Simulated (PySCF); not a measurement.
Compound: 2-chloroethanol, C2H5ClO.
Numbering: `[OH:1][CH2:2][CH2:3][Cl:4]` (hydrogens: H5 on O1; H6, H7 on C2; H8, H9 on C3)

Level of theory: PBE0-D3(BJ)/def2-TZVP geometry optimisation, gas phase (PySCF 2.14.0).

**Question.** What internal coordinates does the optimisation give?

**Answer.** 
```csv
bond,length (pm),order
O1–C2,140.2,single
C2–C3,150.9,single
C3–Cl4,179.0,single
O1–H5,96.3,single
"C2–H6, C2–H7",109.6,single
"C3–H8, C3–H9",109.0,single
```

Bonds in one row agree within 1 pm and their mean is given. Orders are formal, as drawn. A selection of angles:
```csv
angle,degrees
C2–O1–H5,107.4
O1–C2–C3,112.8
O1–C2–H6,106.7
O1–C2–H7,111.7
C3–C2–H6,108.2
C3–C2–H7,109.4
H6–C2–H7,107.8
C2–C3–Cl4,110.3
C2–C3–H8,111.6
Cl4–C3–H8,107.1
Cl4–C3–H9,106.5
H8–C3–H9,110.1
```

Torsions: O1–C2–C3–Cl4 64° (synclinal); H5–O1–C2–C3 -58° (synclinal). The mirror-image conformer, all signs reversed, is as good.

Of the pairs four or more bonds apart, Cl4···H5 is among the closest relative to their van der Waals radii: 2.65 Å, 90 % of the sum of Bondi's values. O1 (alcohol oxygen) is bent (angle 107.4°).

Point group: C1 (no symmetry element, even within 0.4 Å). PBE0-D3(BJ)/def2-TZVP frequencies: not computed here. One conformer, not necessarily the lowest (H–O1–C2–C3 -58°, O1–C2–C3–Cl4 64°).

Time: 30 s wall; peak memory 0.67 GiB. Hardware: one thread, AMD EPYC 9R45 (x86_64), shared host with 96 logical CPUs at a one-minute load of 42. That covers the optimisation of the geometry.
